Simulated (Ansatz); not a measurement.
1,1-elimination that frees a divalent centre

Start structure (Si₂H₅Cl, singlet), relaxed at PBE0-D4/def2-TZVP:

Si1  (-0.637, 0.013, 1.023)
Si2  (0.552, 0.128, -0.987)
Cl3  (1.535, -1.663, -1.280)
H4  (-0.348, 0.345, -2.148)
H5  (1.572, 1.206, -0.963)
H6  (-1.623, -1.097, 0.957)
H7  (-1.356, 1.296, 1.250)
H8  (0.305, -0.227, 2.147)
(Å)

The step: Si₂H₅Cl ([SiH3][SiH2][Cl]) → SiH₃Cl ([SiH3][Cl]) + SiH₂ (still joined by a long Si–Cl bond); bonds formed: Si1–Cl3; bonds broken: Si1–Si2; bonds weakened to dative contacts: Si2–Cl3. Computed with Ansatz 0.2.0 (basis: def2-TZVPP and def2-QZVPP); correlated methods freeze the cores. Extrapolation: Hartree–Fock as exp(−7.88 √X), correlation as X^−2.97. Energies below are by CCSD(T) at an estimated basis limit (MP2 extrapolated from triple and quadruple zeta, plus CCSD(T) − MP2 in triple zeta).

(1) What are the electronic barrier and the energy of the step, from the start structure to the end structure? (Judge from chemistry; the value comes from the calculation.)

T1 diagnostic: at most 0.013.

Answers

(1) Computed: Barrier 2.255 eV; step energy 2.070 eV (uphill); reverse barrier, their difference, 0.185 eV. Barrier and step energy count from the start structure, the reverse barrier from the end structure.

The saddle point: One imaginary mode of 211i cm⁻¹.
```tsv
pair	start (Å)	saddle (Å)	end (Å)
Si1–Cl3	3.58	2.21	2.10
Si1–Si2	2.34	2.66	3.19
Si2–Cl3	2.06	2.35	2.48
```

Zero-point energy (harmonic, PBE0-D4): ZPE is 1.176 eV at the start and 1.136 eV at the saddle, so the barrier goes from 2.255 to 2.214 eV.

First-order rate constant out of the start structure at 498 K by transition-state theory, with harmonic vibrational free energies alone and no tunnelling: ΔA‡ = 2.263 eV, so k = (kB T/h) exp(−ΔA‡/kB T) ≈ 10^-10 s⁻¹ (an order of magnitude at best: rotation, the number of equivalent paths and anharmonicity are left out).

Losses and insertions of silylenes and their heavier kin drive the gas-phase chemistry of silicon and germanium vapour deposition.

Labels in which every atom is bracketed show which atoms are joined, not bond orders.

For scale, one of the runs: CCSD(T)/def2-TZVPP, 196 basis functions, launched by `ansatz run in.yaml --threads 2 --pin off --events-out ev --progress --plain --max-ram 4352MiB`. Time: 41 s of wall clock on 2 CPU threads of an Arm Neoverse V1; the host was shared. Peak host memory: 2 GiB.
